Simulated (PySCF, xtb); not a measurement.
isobutene cation (C4H8), SMILES C=C(C)C (connectivity only; charge and spin as stated), charge +1, multiplicity 2.

Harmonic wavenumbers (cm⁻¹) from xtb with GFN2-xTB at its own minimum, in rising order: 64, 123, 250, 396, 398, 422, 765, 837, 889, 913, 965, 996, 1029, 1281, 1288, 1307, 1310, 1312, 1338, 1425, 1432, 1472, 2872, 2877, 2994, 3006, 3039, 3048, 3070, 3109.

### Question
What does PBE0-D3(BJ)/def2-SVP (PySCF 2.14.0) give at its own minimum? (The exact figures need the calculation; the answer reports its results.)

### Answer
97, 171, 238, 410, 414, 448, 757, 870, 873, 963, 977, 1032, 1036, 1294, 1306, 1326, 1357, 1379, 1408, 1471, 1486, 1555, 2963, 2979, 3114, 3117, 3163, 3195, 3198, 3292. Paired by order, the mean absolute difference is 58 cm⁻¹ and the zero-point energies are 63.2 and 65.6 kcal/mol.
